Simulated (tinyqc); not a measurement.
Worked calculation: extended Hueckel theory, for N2. One step of it, computed by the program tinyqc.

Problem. Wolfsberg-Helmholz matrix. H_ij = K' S_ij (H_ii + H_jj)/2 for i != j (the diagonal keeps H_ii), with K' = K + D^2 + D^4 (1 - K), D = (H_ii - H_jj)/(H_ii + H_jj), K = 2.

overlap S, lower triangle:
```
            1N 2s    1N 2px    1N 2py     1N 2pz     2N 2s    2N 2px    2N 2py    2N 2pz
1N 2s    1.000000
1N 2px   0.000000  1.000000
1N 2py   0.000000  0.000000  1.000000
1N 2pz   0.000000  0.000000  0.000000   1.000000
2N 2s    0.468611  0.000000  0.000000   0.451030  1.000000
2N 2px   0.000000  0.297973  0.000000   0.000000  0.000000  1.000000
2N 2py   0.000000  0.000000  0.297973   0.000000  0.000000  0.000000  1.000000
2N 2pz  -0.451030  0.000000  0.000000  -0.313714  0.000000  0.000000  0.000000  1.000000
```

diagonal H_ii (eV): 1N 2s -26.000000, 1N 2px -13.400000, 1N 2py -13.400000, 1N 2pz -13.400000, 2N 2s -26.000000, 2N 2px -13.400000, 2N 2py -13.400000, 2N 2pz -13.400000

K = 2.000000

Give: H.

Solution.

H (eV), lower triangle:
```
           1N 2s    1N 2px    1N 2py    1N 2pz     2N 2s    2N 2px    2N 2py    2N 2pz
1N 2s   -26.0000
1N 2px    0.0000  -13.4000
1N 2py    0.0000    0.0000  -13.4000
1N 2pz    0.0000    0.0000    0.0000  -13.4000
2N 2s   -24.3678    0.0000    0.0000  -18.5864  -26.0000
2N 2px    0.0000   -7.9857    0.0000    0.0000    0.0000  -13.4000
2N 2py    0.0000    0.0000   -7.9857    0.0000    0.0000    0.0000  -13.4000
2N 2pz   18.5864    0.0000    0.0000    8.4075    0.0000    0.0000    0.0000  -13.4000
```
